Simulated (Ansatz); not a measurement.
Input file:

```yaml
crystal:
  periodic: [false, false, false]
  atoms:
    - {symbol: Zr, position_ang: [0.000000, 0.000000, 0.000000]}
    - {symbol: C, position_ang: [0.000000, 0.000000, 2.385000]}
basis:
  gaussian: {orbitals: def2-TZVPP}
hamiltonian: {xc: {name: PBE0}}
```

```sh
$ ansatz run in.yaml --threads 1 --pin off --events-out ev --progress --plain --max-ram 2393MiB
```

The program prints:

```
570 factors; their error is unknown
mean field evaluation 1: about -2266.5627 eV, gradient 1.1e2 eV
mean field evaluation 2: about -2077.8159 eV, gradient 1.8e2 eV
mean field evaluation 4: about -2262.6240 eV, gradient 1.2e2 eV
mean field evaluation 8: about -2293.2788 eV, gradient 5.4e1 eV
mean field evaluation 16: about -2306.2466 eV, gradient 3.9e-5 eV
mean field evaluation 32: about -2306.2440 eV, gradient 9.2e-1 eV
mean field -2306.24658795 eV, -84.7529988771 hartree, gradient 9.0e-6 eV, S^2 0.000000; 2 other end points of the search recorded, 0 dependent functions left out
reference -2306.24661343 eV, -84.7529998135 hartree; 9, 9 occupied and 78, 78 virtual orbitals, 570 factors
Total energy: -2306.24661343 eV, -84.7529998135 hartree
```

Ran on 1 thread of AMD EPYC 7R43, shared host: 5.5 s wall, 0.19 GiB peak host memory.
